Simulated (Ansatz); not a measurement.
```yaml
crystal:
  periodic: [false, false, false]
  atoms:
    - {symbol: Hf, position_ang: [0.004503, 0.000189, -0.150371]}
    - {symbol: O, position_ang: [-0.035208, 1.483396, 0.840339]}
    - {symbol: O, position_ang: [-0.015023, -1.485508, 0.837207]}
basis:
  gaussian: {orbitals: def2-TZVP}
hamiltonian: {xc: pbe0}
relax: {f_tol: 0.004, max_steps: 80}
```

```sh
$ ansatz run in.yaml --threads 1 --pin off --events-out ev --progress --plain --max-ram 2176MiB
```

Steps of the relaxation (energy above the last step; positions in Å, forces in eV/Å):

```
3
step 1, 27.1 meV
Hf    0.005    0.000   -0.150    0.011    0.000   -0.353
O    -0.035    1.483    0.840   -0.003   -0.327    0.176
O    -0.015   -1.486    0.837   -0.008    0.327    0.177
```

```
3
step 2, 10.1 meV
Hf    0.006    0.000   -0.211   -0.025   -0.001    0.835
O    -0.036    1.419    0.871    0.014   -0.235   -0.418
O    -0.016   -1.421    0.868    0.011    0.236   -0.417
```

```
3
step 3, 0.4 meV
Hf    0.006    0.000   -0.188   -0.004    0.000    0.127
O    -0.035    1.437    0.859    0.003   -0.104   -0.064
O    -0.016   -1.440    0.856    0.001    0.104   -0.063
```

```
3
step 4, 0.0 meV
Hf    0.006    0.000   -0.188   -0.001    0.000    0.034
O    -0.035    1.435    0.859    0.001   -0.034   -0.017
O    -0.016   -1.437    0.856    0.000    0.034   -0.017
```

```
3
step 5, 0.0 meV
Hf    0.006    0.000   -0.189    0.000    0.000    0.000
O    -0.035    1.433    0.860    0.000    0.000    0.000
O    -0.016   -1.435    0.857    0.000    0.000    0.000
```

Close pairs at the end: Hf1–O2 1.776 Å, Hf1–O3 1.776 Å.

A stationary point of restricted PBE0 after 5 steps (its stability towards spin polarisation wasn't tested); no frequencies were run, so it isn't proven a minimum. 14 s on 1 thread of Arm Neoverse V2, shared host.
